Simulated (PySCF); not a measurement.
Level of theory: PBE-D3(BJ)/def2-TZVP // PBE0-D3(BJ)/def2-SVP (PySCF). Isolated molecules, 0 K electronic values unless said otherwise. 

Reference species (SMILES): `N` (neutral, multiplicity 1).

```json
{
  "HOMO": "-6.07 eV",
  "dipole_moment": "1.75 D"
}
```

Changed species: `O` (free base H2O; the reference has free base NH3).

**Question.** Predict the effect on the HOMO and dipole moment.

**Answer.** the HOMO drops by 0.91 eV, to -6.98 eV; the dipole moment increases by 0.30 D, to 2.05 D.
